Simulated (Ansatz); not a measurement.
**quartet LiSi: levels of theory in one basis**

```yaml
atoms:
  - { symbol: Li, position_ang: [0.0000, 0.0000, -1.1798] }
  - { symbol: Si, position_ang: [0.0000, 0.0000, 1.1798] }
```

Basis set: def2-SVP (spherical functions). Left uncorrelated: 5 orbitals. Correlation on ROHF uses semicanonical orbitals with singles. Charge 0, multiplicity 4.

Computed with Ansatz (development build ahead of 0.2.0); each method stands on the lowest determinant of its kind that the runs found.

```csv
method,E − E(ROHF) (eV),<S²> of the determinant
ROHF,0.00,3.75
UHF,-0.01,3.75
ROHF-MP2,-1.58,–
UHF-MP2,-1.57,3.75
```

(1) What does ROHF-CCSD(T) give on the same scale?

## Answers

(1) -2.07 eV.
